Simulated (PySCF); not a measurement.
Isomers of C5H9N, one GFN2-xTB conformer each. Single-point energies are computed at PBE0/pcSseg-1 (PySCF, gas phase, no added dispersion term), electronic only.

Question: Rank them by PBE0/pcSseg-1 energy, lowest first (kJ/mol).
A. `[CH2:1]=[C:2]1[CH2:3][C@@H:4]1[NH:5][CH3:6]` with C3–C4–N5–C6 92°
B. `[CH2:1]=[CH:2][CH2:3][C@H:4]1[CH2:5][NH:6]1` with C1–C2–C3–C4 122°, C2–C3–C4–C5 82°
C. `[H]/[N:1]=[CH:2]\[CH:3]1[CH2:4][CH2:5][CH2:6]1` with N1–C2–C3–C4 27°, C2–C3–C4–C5 130°, C3–C4–C5–C6 -10°, C4–C5–C6–C3 10°, C2–C3–C6–C5 -132°

Answer: C (0.0), B (51.1), A (91.0).

As drawn, the lowest has a four-membered ring and a C=N bond, which the highest lacks; the highest has a three-membered ring and a C=C bond outside aromatic rings, which the lowest lacks. GFN2-xTB itself gives, in the same order: 0.0, 53.6, 84.1. Both levels put the same isomer lowest; measured from each level's own lowest isomer, the values differ by up to 6.9 kJ/mol (C=C1C[C@@H]1NC: 84.1 against 91.0).

Question: Which frontier levels, dipoles and rotational constants go with these structures?

Answer: 
| SMILES | HOMO (eV, PBE0/pcSseg-1) | LUMO (eV) | dipole (D) | A, B, C (MHz) |
| --- | --- | --- | --- | --- |
| [H]/N=C\C1CCC1 | -7.20 | 0.12 | 2.60 | 8144, 2550, 2166 |
| C=CC[C@H]1CN1 | -7.02 | 0.45 | 1.52 | 11855, 1827, 1715 |
| C=C1C[C@@H]1NC | -6.50 | 0.20 | 1.06 | 9211, 2158, 1884 |
